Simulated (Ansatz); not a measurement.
# NO2 radical: how energies converge with the basis set

One table from this session's results is given with a row withheld; the runs are named, their logs left out.

Program: Ansatz 0.2.0, Gaussian basis. Level of theory: one geometry, several basis sets. These are calculated values, not measurements.

Levels to be run: PBE0-D4/def2-SVP; ωB97M-V/def2-SVP; PBE0-D4/def2-QZVPP; ωB97M-V/def2-QZVPP; CCSD(T)/cc-pV(D+d)Z; CCSD(T)/cc-pV(T+d)Z; CCSD(T)/cc-pV(Q+d)Z; the functionals' def2-TZVPP values are taken from earlier runs.

### Structure used throughout

All runs share one geometry, relaxed beforehand with PBE0-D4 in a triple-zeta def2 set.

SMILES `O=[N+][O-]`, 3 atoms, charge 0, spin multiplicity 2.

Atoms are counted from 1 here; the program's logs count them from 0.

Bond lengths: O1–N2 1.183 Å, N2–O3 1.183 Å. Angles: O1–N2–O3 134.8°.

Coordinates:

```
O     0.38435    0.98233    0.32025
N     0.22708   -0.17015    0.10607
O    -0.61143   -0.81218   -0.42633
```

The first run:

in.yaml

```yaml
crystal:
  periodic: [false, false, false]
  atoms:
    - {symbol: O, position_ang: [0.384352, 0.982330, 0.320254]}
    - {symbol: N, position_ang: [0.227083, -0.170149, 0.106067]}
    - {symbol: O, position_ang: [-0.611435, -0.812181, -0.426331]}
basis:
  gaussian: {orbitals: def2-SVP}
magnetization: {spin_polarized: true, initial_magnetization: 1}
hamiltonian: {xc: pbe0, dispersion: d4}
output: {orbitals: {seedname: orbitals}}
```

Run with:

```bash
> ansatz run in.yaml --threads 2 --pin off --events-out ev --progress --plain --max-ram 32768MiB --backend cpu
```

Among the steps run: PBE0-D4 in def2-SVP; ωB97M-V in def2-SVP; PBE0-D4 in def2-QZVPP; ωB97M-V in def2-QZVPP.

One of the session's tables, all rows but one given; the rest of the session is left out.

It belongs to the step «Density functionals: the series». 

| functional | basis | HOMO (eV) | LUMO (eV) |
| --- | --- | --- | --- |
| PBE0-D4 | def2-SVP | -8.03 | -3.39 |
| PBE0-D4 | def2-TZVPP | -8.22 | -3.63 |
| PBE0-D4 | def2-QZVPP | -8.25 | -3.66 |
| ωB97M-V | def2-SVP | -10.30 | -1.13 |
| ωB97M-V | def2-TZVPP | ? | ? |
| ωB97M-V | def2-QZVPP | -10.56 | -1.53 |

Q: Estimate the row for ωB97M-V, def2-TZVPP from the others.

As computed: HOMO (eV): -10.52; LUMO (eV): -1.48. In the column «HOMO (eV)» it lies between ωB97M-V, def2-QZVPP (-10.56) and ωB97M-V, def2-SVP (-10.30).
